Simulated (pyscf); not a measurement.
PH₃ + HO–SiH₃ -> H₃Si–O–PH₂ + H₂, a four-centre exchange (singlet surface; H–P, H–O broken, O–P, H–H formed). Structures and frequencies: ωB97X-D3(BJ)/def2-SVP in PySCF. Energies in kJ/mol from the separated reactants.

Small-basis levels: PySCF, no dispersion term, spherical d functions. AM1 to PM7: differences of heats of formation from MOPAC, which are fitted to 298 K values and so differ in kind from electronic energies by zero-point and thermal terms. Cost: rough CPU time at the saddle relative to B3LYP/6-31G*, from one job on a shared machine.

```tsv
level	barrier	reaction energy	cost
HF/STO-3G	436.6	+44.0	0.08
HF/3-21G	?	+28.4	0.1
HF/6-31G*	388.8	+40.9	0.1
MP2/6-31G*	314.3	+13.0	0.2
SVWN5/6-31G*	200.0	+27.7	2
BP86/6-31G*	255.0	+31.1	2
M06-2X/6-31G*	?	+19.7	2
PBE/def2-SVP	236.8	+46.0	1
B3LYP/def2-SVP	275.7	+45.1	1.0
AM1	297.5	+2.9	under 0.02
PM3	222.7	-119.3	under 0.02
PM7	356.8	+14.8	under 0.02
ωB97M-D3(BJ)/def2-TZVP	?	+26.2	–
```

Task: Complete the blanks.

Result: 
- HF/3-21G, barrier: 330.7
- M06-2X/6-31G*, barrier: 281.1
- ωB97M-D3(BJ)/def2-TZVP, barrier: 276.8

Against the last row the barrier runs from -76.8 (SVWN5/6-31G*) to +159.8 kJ/mol (HF/STO-3G). ωB97M-D3(BJ)/def2-TZVP has limits of its own. The same reactants have a lower exit, to HO–SiH₂–PH₂ + H₂ (barrier +246.0 kJ/mol at ωB97M-D3(BJ)/def2-TZVP, against +276.8 kJ/mol here). H₃Si–O–PH₂ lies 23.9 kJ/mol over its isomer HO–SiH₂–PH₂ (electronic energy, ωB97M-D3(BJ)/def2-TZVP). This is the saddle that the search found; another between the same sides may lie lower.
